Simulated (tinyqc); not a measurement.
Worked calculation: ROHF in the sto-3g basis, for NH3+, spin multiplicity 2. One step of it, computed by the program tinyqc.

Question. Iteration 1: Roothaan effective Fock matrix. With projectors Pc = D(beta) S, Po = (D(alpha) - D(beta)) S, Pv = 1 - D(alpha) S, the block xy is Px^T F Py; with Fc = (F(alpha) + F(beta))/2, the blocks are Fc for cc, oo, vv and cv, F(beta) for co and F(alpha) for ov.

F(alpha) (hartree), order 1N 1s, 1N 2s, 1N 2px, 1N 2py, 1N 2pz, 2H 1s, 3H 1s, 4H 1s:
$$\begin{pmatrix}
-20.149486 & -4.691782 & 0.000301 & 0.000000 & 0.004521 & -0.715095 & -0.715689 & -0.715689 \\
-4.691782 & -3.426337 & 0.001151 & 0.000000 & -0.026408 & -0.941693 & -0.947892 & -0.947892 \\
0.000301 & 0.001151 & -1.929494 & 0.000000 & 0.000017 & -0.607120 & 0.302666 & 0.302666 \\
0.000000 & 0.000000 & 0.000000 & -2.575986 & 0.000000 & 0.000000 & -0.635466 & 0.635466 \\
0.004521 & -0.026408 & 0.000017 & 0.000000 & -2.464029 & 0.046552 & 0.046312 & 0.046312 \\
-0.715095 & -0.941693 & -0.607120 & 0.000000 & 0.046552 & -0.970720 & -0.216833 & -0.216833 \\
-0.715689 & -0.947892 & 0.302666 & -0.635466 & 0.046312 & -0.216833 & -0.979583 & -0.199028 \\
-0.715689 & -0.947892 & 0.302666 & 0.635466 & 0.046312 & -0.216833 & -0.199028 & -0.979583
\end{pmatrix}$$

F(beta) (hartree), order 1N 1s, 1N 2s, 1N 2px, 1N 2py, 1N 2pz, 2H 1s, 3H 1s, 4H 1s:
$$\begin{pmatrix}
-20.125637 & -4.655963 & 0.000843 & 0.000000 & 0.004603 & -0.708627 & -0.707261 & -0.707261 \\
-4.655963 & -3.266045 & 0.007090 & 0.000000 & -0.025504 & -0.905649 & -0.898542 & -0.898542 \\
0.000843 & 0.007090 & -1.887216 & 0.000000 & -0.000170 & -0.597656 & 0.299155 & 0.299155 \\
0.000000 & 0.000000 & 0.000000 & -1.802308 & 0.000000 & 0.000000 & -0.501511 & 0.501511 \\
0.004603 & -0.025504 & -0.000170 & 0.000000 & -2.420548 & 0.046115 & 0.045778 & 0.045778 \\
-0.708627 & -0.905649 & -0.597656 & 0.000000 & 0.046115 & -0.959249 & -0.206143 & -0.206143 \\
-0.707261 & -0.898542 & 0.299155 & -0.501511 & 0.045778 & -0.206143 & -0.934849 & -0.207225 \\
-0.707261 & -0.898542 & 0.299155 & 0.501511 & 0.045778 & -0.206143 & -0.207225 & -0.934849
\end{pmatrix}$$

D(alpha) at the start, order 1N 1s, 1N 2s, 1N 2px, 1N 2py, 1N 2pz, 2H 1s, 3H 1s, 4H 1s:
$$\begin{pmatrix}
0.003806 & -0.034057 & -0.000021 & 0.000000 & -0.014856 & 0.038285 & 0.038229 & 0.038229 \\
-0.034057 & 0.311372 & 0.000243 & 0.000000 & 0.054063 & -0.357403 & -0.356672 & -0.356672 \\
-0.000021 & 0.000243 & 0.109973 & 0.000000 & 0.000013 & -0.316456 & 0.158008 & 0.158008 \\
0.000000 & 0.000000 & 0.000000 & 1.271938 & 0.000000 & 0.000000 & -0.437936 & 0.437936 \\
-0.014856 & 0.054063 & 0.000013 & 0.000000 & 0.996088 & 0.025283 & 0.025226 & 0.025226 \\
0.038285 & -0.357403 & -0.316456 & 0.000000 & 0.025283 & 1.326975 & -0.037969 & -0.037969 \\
0.038229 & -0.356672 & 0.158008 & -0.437936 & 0.025226 & -0.037969 & 1.349353 & -0.061170 \\
0.038229 & -0.356672 & 0.158008 & 0.437936 & 0.025226 & -0.037969 & -0.061170 & 1.349353
\end{pmatrix}$$

D(beta) at the start, order 1N 1s, 1N 2s, 1N 2px, 1N 2py, 1N 2pz, 2H 1s, 3H 1s, 4H 1s:
$$\begin{pmatrix}
0.003806 & -0.034057 & -0.000021 & 0.000000 & -0.014856 & 0.038285 & 0.038229 & 0.038229 \\
-0.034057 & 0.311372 & 0.000243 & 0.000000 & 0.054063 & -0.357403 & -0.356672 & -0.356672 \\
-0.000021 & 0.000243 & 0.109973 & 0.000000 & 0.000013 & -0.316456 & 0.158008 & 0.158008 \\
0.000000 & 0.000000 & 0.000000 & 0.109734 & 0.000000 & 0.000000 & -0.273569 & 0.273569 \\
-0.014856 & 0.054063 & 0.000013 & 0.000000 & 0.996088 & 0.025283 & 0.025226 & 0.025226 \\
0.038285 & -0.357403 & -0.316456 & 0.000000 & 0.025283 & 1.326975 & -0.037969 & -0.037969 \\
0.038229 & -0.356672 & 0.158008 & -0.273569 & 0.025226 & -0.037969 & 1.326107 & -0.037925 \\
0.038229 & -0.356672 & 0.158008 & 0.273569 & 0.025226 & -0.037969 & -0.037925 & 1.326107
\end{pmatrix}$$

overlap S, order 1N 1s, 1N 2s, 1N 2px, 1N 2py, 1N 2pz, 2H 1s, 3H 1s, 4H 1s:
$$\begin{pmatrix}
1.000000 & 0.235038 & 0.000000 & 0.000000 & 0.000000 & 0.035425 & 0.035363 & 0.035363 \\
0.235038 & 1.000000 & 0.000000 & 0.000000 & 0.000000 & 0.371771 & 0.371371 & 0.371371 \\
0.000000 & 0.000000 & 1.000000 & 0.000000 & 0.000000 & 0.358824 & -0.179302 & -0.179302 \\
0.000000 & 0.000000 & 0.000000 & 1.000000 & 0.000000 & 0.000000 & 0.310477 & -0.310477 \\
0.000000 & 0.000000 & 0.000000 & 0.000000 & 1.000000 & -0.027331 & -0.027291 & -0.027291 \\
0.035425 & 0.371771 & 0.358824 & 0.000000 & -0.027331 & 1.000000 & 0.098324 & 0.098324 \\
0.035363 & 0.371371 & -0.179302 & 0.310477 & -0.027291 & 0.098324 & 1.000000 & 0.098251 \\
0.035363 & 0.371371 & -0.179302 & -0.310477 & -0.027291 & 0.098324 & 0.098251 & 1.000000
\end{pmatrix}$$

Give: effective F.

Answer.

effective F (hartree), order 1N 1s, 1N 2s, 1N 2px, 1N 2py, 1N 2pz, 2H 1s, 3H 1s, 4H 1s:
$$\begin{pmatrix}
-20.1376 & -4.6739 & 0.0006 & 0.0000 & 0.0046 & -0.7119 & -0.7115 & -0.7115 \\
-4.6739 & -3.3462 & 0.0041 & 0.0000 & -0.0260 & -0.9237 & -0.9232 & -0.9232 \\
0.0006 & 0.0041 & -1.9084 & 0.0000 & -0.0001 & -0.6024 & 0.3009 & 0.3009 \\
0.0000 & 0.0000 & 0.0000 & -2.1959 & 0.0000 & 0.0000 & -0.5810 & 0.5810 \\
0.0046 & -0.0260 & -0.0001 & 0.0000 & -2.4423 & 0.0463 & 0.0460 & 0.0460 \\
-0.7119 & -0.9237 & -0.6024 & 0.0000 & 0.0463 & -0.9650 & -0.2115 & -0.2115 \\
-0.7115 & -0.9232 & 0.3009 & -0.5810 & 0.0460 & -0.2115 & -0.9620 & -0.1984 \\
-0.7115 & -0.9232 & 0.3009 & 0.5810 & 0.0460 & -0.2115 & -0.1984 & -0.9620
\end{pmatrix}$$
